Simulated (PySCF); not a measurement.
C₃H₆N (doublet state).
Cartesian coordinates in Å at the GFN2-xTB level; atoms count from 1:
```xyz
10
C3H6N angstrom
C      1.6045   -0.1235    0.1126
C      0.3254   -0.3653    0.3365
C     -0.7901    0.1618   -0.5141
N     -1.9368    0.6406    0.1173
H      1.9300    0.4668   -0.7284
H      2.3793   -0.5030    0.7570
H      0.0160   -0.9572    1.1896
H     -1.1240   -0.6540   -1.1901
H     -0.4351    0.9400   -1.2089
H     -1.9603    0.3985    1.1059
```

The hyperfine couplings belong to this conformer and change with its torsions.

As a line formula: `C(C=C)[NH]` [radical].

Level of theory: UKS B3LYP, pcH-1 on C H N, non-relativistic, mean-field spin-orbit, GIAO in PySCF 2.14.0. Geometry: GFN2-xTB, one conformer, isolated molecule. The geometry wasn't refined by DFT: couplings that depend on bond lengths, twists or pyramidal angles can differ widely from those at the functional's own minimum. No stability test was run, so a lower SCF solution isn't excluded.

Problem. Give the principal g shifts and their parts.

Solution. 
```json
{"Δg (ppm)": "relativistic mass correction", "1": "-203", "2": "-203", "3": "-203"}
{"Δg (ppm)": "gauge correction", "1": "-11", "2": "33", "3": "30"}
{"Δg (ppm)": "orbital Zeeman/spin–orbit", "1": "10", "2": "1623", "3": "5160"}
{"Δg (ppm)": "total", "1": "-204", "2": "1453", "3": "4987"}
```

So g = 2.00212, 2.00377, 2.00731 and g_iso = 2.00440; the tensor is rhombic: the two nearest values differ by 32 % of g3 − g1. 

Problem. What are the electron Larmor frequencies g μB B/h along the three axes at 1200 mT?

Solution. 33.6265, 33.6543, 33.7137 GHz for g1, g2 and g3, a range of 87.2 MHz.

Problem. What effective moment and Curie constant follow for a powder?

Solution. With the mean of g² = 4.0176 and S(S+1) = 0.75: μ_eff = √(⟨g²⟩S(S+1)) = 1.736 μB and χT = 0.12505·⟨g²⟩·S(S+1) = 0.377 cm³ K/mol (cgs; spin-Hamiltonian part alone).

Problem. In a frozen sample, at which fields do the three g values resonate at 9.5, 34, 94 and 263 GHz (hyperfine left aside), and which band first spreads them over more than twice a line width of 0.3 mT?

Solution. 
```csv
band,GHz,B(g3) mT,B(g2) mT,B(g1) mT,spread mT
X,9.5,338.14,338.74,339.02,0.88
Q,34.0,1210.19,1212.32,1213.33,3.14
W,94.0,3345.82,3351.72,3354.50,8.67
J,263.0,9361.18,9377.69,9385.45,24.27
```

The spread grows in proportion to the frequency. X band is the first where it exceeds 0.6 mT.

Largest spin populations (Mulliken): N4 (+0.96), H8 (+0.10) and C3 (-0.08). N4 is the only atom above +0.15. The positive populations add up to 1.12 and the negative ones to -0.12, together 2S = 1.

The HOMO–LUMO gaps are 6.83 eV among the α and 4.64 eV among the β orbitals.
